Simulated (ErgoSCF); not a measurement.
# SiPH4 (SMILES [SiH2]P): levels of theory compared

We compute a comparison of 4 runs (UHF/STO-3G, UHF/def2-SVP, UPBE/3-21G, UPBE0/def2-SVP) of SiPH4. 

Program for the calculation: ErgoSCF 3.8.

### Step 1. The molecule

The species is SiPH4 (6 atoms), meant as a doublet with charge 0. SMILES: `[SiH2]P`. Geometry: relaxed at GFN2-xTB. This is one conformer, not always the lowest.

Bond lengths: Si1–P2 2.220 Å, Si1–H3 1.467 Å, Si1–H4 1.466 Å, P2–H5 1.384 Å, P2–H6 1.384 Å. Angles: Si1–P2–H5 96.4°, Si1–P2–H6 96.4°, P2–Si1–H3 109.7°, P2–Si1–H4 109.7°, H5–P2–H6 92.6°, H3–Si1–H4 109.1°.

### Step 2. The energy at UHF/STO-3G (run 1)

Contents of job.ego:

```
# H4PSi
set_nthreads(1)
molecule_inline Angstrom
Si 0.127020 -0.986120 -0.104660
P  -0.338670 1.170000 0.142220
H  -0.300620 -1.724700 1.087920
H  -0.579260 -1.514310 -1.276300
H  0.434680 1.617150 -0.915300
H  0.656850 1.437980 1.066130
EOF
scf.use_diagonalization = 1
scf.output_mulliken_pop = 1
scf.max_number_of_iterations = 120
spin_polarization = 1
tmpdir = "."
basis = "STO-3G"
run "HF"
```

The basis set STO-3G is read from a file made from the Basis Set Exchange's data (not shown).

Started as:

```console
ergo job.ego
```

Output:

```text
[...]
INSC SCF_general constructor, number of basis functions: 22
[...]
INSC Energy   1 =       -553.09966623470
[...]
INDE E_LUMO =          0.22453126226
[...]
INSC Energy  14 =       -624.79196877891  ( diff     -0.000000000004320 )
[...]
RESC CONVERGED after  14 iterations.
RESC FINAL ENERGY:       -624.79196877891
RESC FINAL <S2> =          0.75235744085
[...]
INSC SCF: dipole_moment_x [atomic units] =       0.45859582
INSC SCF: dipole_moment_y [atomic units] =      -0.13943498
INSC SCF: dipole_moment_z [atomic units] =      -0.06539698
[...]
```

Run time: 1.6 s. Hardware: 1 thread of Arm Neoverse V2, shared host; peak memory 0.26 GiB.

### Step 3. A single-point energy at UHF/def2-SVP (run 2)

Contents of ergo.in:

```
set_nthreads(1)
molecule_inline
Si     0.24003301    -1.86349673    -0.19777874
P     -0.63999355     2.21097957     0.26875685
H     -0.56808947    -3.25921065     2.05587085
H     -1.09464275    -2.86163117    -2.41185745
H      0.82142615     3.05597060    -1.72966632
H      1.24126660     2.71738837     2.01469371
EOF
spin_polarization = 1
scf.use_diagonalization = 1
tmpdir = "."
charge = 0
scf.max_number_of_iterations = 120
basis = "def2-SVP"
scf.output_mulliken_pop = 1
run "HF"
```

The basis set def2-SVP is read from a file made from the Basis Set Exchange's data (not shown).

Started as:

```console
ergo < ergo.in
```

Output:

```text
[...]
INSC SCF_general constructor, number of basis functions: 56
[...]
INSC Energy   1 =       -289.49340579882
[...]
INDE E_LUMO =          0.04519825561
[...]
INSC Energy  17 =       -631.75647781215  ( diff     -0.000000000004661 )
[...]
RESC CONVERGED after  17 iterations.
RESC FINAL ENERGY:       -631.75647781215
RESC FINAL <S2> =          0.75687258966
[...]
INSC SCF: dipole_moment_x [atomic units] =       0.36623590
INSC SCF: dipole_moment_y [atomic units] =      -0.03937591
INSC SCF: dipole_moment_z [atomic units] =      -0.04509081
[...]
```

Run time: 11 s. Hardware: 1 thread of Arm Neoverse V2, shared host; peak memory 0.26 GiB.

Run 3 isn't shown in full; the table further down has it.

### Step 4. The energy at UPBE0/def2-SVP (run 4)

Contents of ergo.in:

```
set_nthreads(1)
XC.angint = 41
XC.sparse_mode = 0
basis = "def2-SVP"
spin_polarization = 1
tmpdir = "."
scf.max_number_of_iterations = 120
XC.radint = 1e-11
scf.use_diagonalization = 1
scf.output_mulliken_pop = 1
molecule_inline Angstrom
Si 0.127020 -0.986120 -0.104660
P  -0.338670 1.170000 0.142220
H  -0.300620 -1.724700 1.087920
H  -0.579260 -1.514310 -1.276300
H  0.434680 1.617150 -0.915300
H  0.656850 1.437980 1.066130
EOF
run "PBE0"
```

The basis set def2-SVP is read from a file made from the Basis Set Exchange's data (not shown).

Started as:

```console
ergo ergo.in
```

Output:

```text
[...]
INDF Weighted mixed functional:
[...]
INSC Energy   1 =       -296.53545848373
[...]
INDE E_LUMO =         -0.09060144515
[...]
INSC Energy  16 =       -632.73869271571  ( diff     -0.000000000007617 )
[...]
RESC CONVERGED after  16 iterations.
RESC FINAL ENERGY:       -632.73869271571
RESC FINAL <S2> =          0.75310425982
[...]
INSC SCF: dipole_moment_x [atomic units] =       0.29915542
INSC SCF: dipole_moment_y [atomic units] =       0.06936632
INSC SCF: dipole_moment_z [atomic units] =      -0.02732569
[...]
```

It took 15 s on 1 thread of Arm Neoverse V2, shared host; peak memory 0.26 GiB.

### Step 5. All runs side by side

| run | level | integration grid | radint | energy (Eh) | dipole moment (D) | ⟨S²⟩ | wall time |
| --- | --- | --- | --- | --- | --- | --- | --- |
| 1 | UHF/STO-3G | – | – | -624.791969 | 1.23 | 0.752 | 1.6 s |
| 2 | UHF/def2-SVP | – | – | -631.756478 | 0.94 | 0.757 | 11 s |
| 3 | UPBE/3-21G | Turbo | 1e-11 | -629.564565 | 0.99 | 0.751 | 3.9 s |
| 4 | UPBE0/def2-SVP | Turbo | 1e-11 | -632.738693 | 0.78 | 0.753 | 15 s |

### Step 6. Results

| quantity | value |
| --- | --- |
| run 4: total energy | -632.73869 Eh |
| run 4: dipole moment | 0.78 D |
| run 4: ⟨S²⟩ | 0.753 |

In words: The dipole moment (its size) runs from 0.78 D (UPBE0/def2-SVP) to 1.23 D (UHF/STO-3G). The two ends differ in method and basis. Totals of different functionals can't be ranked against each other. In run 1 the basis is minimal, so the values are rough. All runs together took 32 s, the longest 15 s.
